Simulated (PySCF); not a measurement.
These are PySCF 2.14.0 with PBE-D3(BJ)/def2-TZVP // B3LYP-D3(BJ)/def2-TZVP values and carry that method's errors. Gas-phase values, no solvent. 

Reference species (SMILES): `[NH2][AlH]` (neutral, multiplicity 2).

The dipole moment is 1.26 D.

Changed species: `[NH2]` (radical fragment; the reference has radical fragment).

What does the change do to the dipole moment?

the dipole moment increases by 0.64 D, to 1.90 D.
